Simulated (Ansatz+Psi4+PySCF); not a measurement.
**triplet Al2: levels of theory in one basis**

```yaml
atoms:
  - { symbol: Al, position_ang: [0.0000, 0.0000, 0.0000] }
  - { symbol: Al, position_ang: [0.0000, 0.0000, 2.7000] }
```

Basis set: cc-pV(T+d)Z (spherical functions). Frozen core: 10 orbitals. Correlation on ROHF uses semicanonical orbitals with singles. Charge 0, multiplicity 3.

Computed with Ansatz (development build ahead of 0.2.0); each method stands on the lowest determinant of its kind that the runs found.

```tsv
method	E − E(ROHF) (eV)	<S²> of the determinant
ROHF	0.00	2.00
UHF	-0.16	2.04
ROHF-MP2	-2.68	–
UHF-MP2	-2.65	2.04
ROHF-CCSD	-3.39	–
UHF-CCSD	-3.40	2.04
ROHF-CCSD(T)	-3.57	–
ROHF-CCSDT	-3.62	–
UHF-CCSDT	-3.62	2.04
```

Caution for ROHF-MP2, UHF-MP2, ROHF-CCSD, UHF-CCSD, ROHF-CCSD(T), ROHF-CCSDT, UHF-CCSDT: a plain start can end on a higher determinant.
